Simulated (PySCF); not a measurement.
Calculated properties of `[F][Mg][F]`

Compound: MgF2.
Geometry (PBE0-D3(BJ)/def2-SVP, Å), atoms numbered from 1 in this order:
```
atom  x, y, z in Å
Mg1   -0.001   -0.001    0.000
F2     0.002    0.002    1.753
F3    -0.001   -0.001   -1.753
```

From PBE0-D3(BJ)/def2-SVP geometry optimisation, gas phase (PySCF):

- Point group: D∞h
- Rotational constant B (linear): 4.330 GHz

**B3LYP/def2-SVPD ground state and vertical TDDFT (core frozen in the response) (PySCF)**

* Dipole moment: 0.00 D by symmetry (numerical residue 0.01 D)
* HOMO energy: -10.04 eV
* LUMO energy: -2.12 eV
* HOMO–LUMO gap: 7.92 eV
* Lowest singlet excitation: 6.66 eV (186 nm, f = 0.000 summed over 2 states within 0.01 eV)
* Strongest line among the 10 lowest singlet transitions: S3/S4 at 6.84 eV (181 nm, f = 0.141 summed over these states)
* Lowest triplet excitation (Tamm–Dancoff): 6.47 eV
* Static isotropic polarisability: 18.1 au
* Electronic spatial extent ⟨r²⟩ about the centre of nuclear charge: 247 bohr²

**KT2/pcSseg-1 ground state and GIAO shieldings, non-relativistic (PySCF)**

- Isotropic shieldings of nuclei other than C and H, by class: 426 (F2/F3), 535 (Mg1) ppm

From delta-SCF UKS SCAN, pcX-2 on the ionised atom, pcseg-1 elsewhere, spin-free X2C (PySCF):

- Core binding energies: F1s 690.6 (F2/F3), Mg1s 1313.7 (Mg1) eV

Monoisotopic mass (most abundant isotopes): 61.9818 u.

For a rigid linear rotor the levels are B·J(J + 1), so J = 1 lies 2B = 8.66 GHz above J = 0. The polarisability is 2.68 Å³ as a volume (1 au = 0.148185 Å³), or 0.60 au for each of the 30 electrons. The largest Löwdin shares of the LUMO are 0.74 on Mg1, 0.13 on F3 and 0.13 on F2. Point group D∞h forbids a permanent dipole, so the rigid molecule has no electric-dipole pure rotational spectrum. S1 lies 1.26 eV below the HOMO–LUMO gap. The vertical singlet–triplet gap S1 − T1 is 0.19 eV (TDDFT singlet less Tamm–Dancoff triplet).

